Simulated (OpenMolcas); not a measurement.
SiH2 (SMILES [SiH2]): the energy, rung by rung

The species is SiH2 (3 atoms), meant as a singlet with charge 0. As SMILES, `[SiH2]`. Geometry: relaxed at PBE0-D4/def2-TZVP.

```xyz
3

Si   -0.4912    0.4686   -0.2136
H     0.8403    0.5786    0.5225
H    -0.3491   -1.0472   -0.3089
```

Each level gives the energy change with the Si1–H2 bond stretched from 1.525 to 1.907 Å (eV). The values are calculated.

```tsv
level	kind	program	value (eV)	less FCI/pcseg-0	CPU time (all runs)
SVWN5/pcseg-0 (restricted)	LDA	OpenMolcas	0.40	0.00	5.4 s
PBE/pcseg-0 (restricted)	GGA	OpenMolcas	0.41	+0.01	6.2 s
B3LYP/pcseg-0 (restricted)	global hybrid	OpenMolcas	0.48	+0.08	6.3 s
M06-2X/pcseg-0 (restricted)	hybrid meta-GGA	OpenMolcas	0.53	+0.13	6.8 s
B2PLYP/pcseg-0 (restricted)	double hybrid	OpenMolcas	0.50	+0.10	6 s
MP2/pcseg-0 (restricted)	perturbation theory	OpenMolcas	0.50	+0.10	3.2 s
ACPF/pcseg-0 (restricted)	coupled cluster or CI	OpenMolcas	0.39	-0.01	3.4 s
CISD/pcseg-0 (restricted)	coupled cluster or CI	OpenMolcas	0.42	+0.02	3.4 s
FCI/pcseg-0	exact in the basis	OpenMolcas	0.40	0.00	4.8 s
```

FCI/pcseg-0 is exact within its basis and frozen core, so for wave-function methods in that basis the difference is their error; functionals converge differently with the basis, so for them it is only a difference. The first shape isn't each level's own minimum. The values span 0.39 to 0.53 eV. All rows use very small basis sets, so even the best lies far from the true value. CPU times are rough (shared hosts, several kinds of processor): they show what a rung costs within a factor of a few.
